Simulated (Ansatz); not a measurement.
# C₃H₄O₂: one species, many methods

The task here is to estimate one member of a computed series from the others.

Method: functionals in def2-TZVPP, the program's frozen cores in correlated methods; program: Ansatz 0.2.0, Gaussian basis.

Plan: LDA (SPW92), PBE-D4, revPBE-D4, BLYP-D4, r2SCAN-D4, B97M-V, PBE0-D4, B3LYP-D4, r2SCANh-D4, r2SCAN0-D4, HSE06-D4, BHLYP-D4, CAM-B3LYP-D4, LC-ωPBE, ωB97X-V, ωB97M-V, B2PLYP, PBE-QIDH; CCSD(T)/def2-SVP; CCSD(T)/def2-TZVPP; MP2/def2-QZVPP; extrapolation to the limit; RPA on PBE.

### Structure used throughout

An earlier PBE0-D4 in a triple-zeta def2 set relaxation fixed the geometry.

SMILES `OC#CCO`, 9 atoms, charge 0, spin multiplicity 1.

Atoms are counted from 1 here; the program's logs count them from 0.

Bond lengths: O1–C2 1.303 Å, O1–H6 0.965 Å, C2–C3 1.201 Å, C3–C4 1.456 Å, C4–O5 1.414 Å, C4–H7 1.093 Å, C4–H8 1.099 Å, O5–H9 0.961 Å. Angles: C2–O1–H6 110.1°, O1–C2–C3 176.7°, C2–C3–C4 178.3°, C3–C4–O5 114.0°, C3–C4–H7 110.0°, C3–C4–H8 108.7°, O5–C4–H7 105.9°, O5–C4–H8 110.9°, H7–C4–H8 106.9°, C4–O5–H9 107.6°.

As a file:

```
O     1.3807    2.2174   -0.8501
C     0.8337    1.1253   -0.3975
C     0.3403    0.0898   -0.0430
C    -0.2916   -1.1590    0.3597
O    -1.7035   -1.0992    0.4113
H     1.4597    2.8676   -0.1421
H     0.0335   -1.4358    1.3657
H     0.0434   -1.9583   -0.3160
H    -2.0077   -0.6939   -0.4052
```

The first run:

The input, in.yaml:

```yaml
crystal:
  periodic: [false, false, false]
  atoms:
    - {symbol: O, position_ang: [1.380706, 2.217400, -0.850125]}
    - {symbol: C, position_ang: [0.833657, 1.125342, -0.397536]}
    - {symbol: C, position_ang: [0.340268, 0.089769, -0.043000]}
    - {symbol: C, position_ang: [-0.291618, -1.158952, 0.359652]}
    - {symbol: O, position_ang: [-1.703537, -1.099241, 0.411266]}
    - {symbol: H, position_ang: [1.459697, 2.867586, -0.142063]}
    - {symbol: H, position_ang: [0.033535, -1.435778, 1.365715]}
    - {symbol: H, position_ang: [0.043449, -1.958349, -0.316050]}
    - {symbol: H, position_ang: [-2.007655, -0.693877, -0.405159]}
basis:
  gaussian: {orbitals: def2-TZVPP}
hamiltonian: {xc: lda}
output: {orbitals: {seedname: orbitals}}
```

Launch:

```
ansatz run in.yaml --threads 2 --pin off --events-out ev --progress --plain --max-ram 4352MiB
```

Among the steps run: LDA; PBE-D4 (GGA); revPBE-D4 (GGA); BLYP-D4 (GGA); r2SCAN-D4 (meta-GGA); B97M-V (meta-GGA); B3LYP-D4 (hybrid); r2SCANh-D4 (hybrid); r2SCAN0-D4 (hybrid); HSE06-D4 (hybrid); BHLYP-D4 (hybrid); CAM-B3LYP-D4 (range-separated); LC-ωPBE (range-separated); ωB97X-V (range-separated); ωB97M-V (range-separated); B2PLYP (double hybrid); PBE-QIDH (double hybrid).

One table of the session follows, with a row left open; its other results are not shown here.

It belongs to the step «Frontier levels by functional». 

| functional | HOMO (eV) | LUMO (eV) | gap (eV) |
| --- | --- | --- | --- |
| LDA (SPW92) | -6.06 | -0.66 | 5.40 |
| PBE-D4 | -5.87 | -0.57 | 5.30 |
| revPBE-D4 | -5.80 | -0.53 | 5.27 |
| BLYP-D4 | -5.76 | -0.66 | 5.10 |
| r2SCAN-D4 | -6.13 | 0.18 | 6.30 |
| B97M-V | -6.16 | -0.23 | 5.93 |
| PBE0-D4 | -7.21 | 0.37 | 7.58 |
| B3LYP-D4 | -6.99 | -0.06 | 6.93 |
| r2SCANh-D4 | -6.63 | 0.46 | 7.09 |
| r2SCAN0-D4 | -7.38 | 0.86 | 8.24 |
| HSE06-D4 | -6.81 | 0.00 | 6.80 |
| BHLYP-D4 | ? | ? | ? |
| CAM-B3LYP-D4 | -8.60 | 1.13 | 9.73 |
| LC-ωPBE | -9.97 | 2.53 | 12.50 |
| ωB97X-V | -9.58 | 2.34 | 11.91 |
| ωB97M-V | -9.47 | 1.84 | 11.32 |

**Question.** Estimate the row for BHLYP-D4.

Worked estimate for «HOMO (eV)». Against the share of exact exchange, BLYP-D4 (0, -5.76), B3LYP-D4 (0.2, -6.99) give a slope of -6.15 per unit share; at 0.5 the line stands at -8.83.

As computed: HOMO (eV): -8.41; LUMO (eV): 1.00; gap (eV): 9.41. In «HOMO (eV)» the line misses by -0.42.
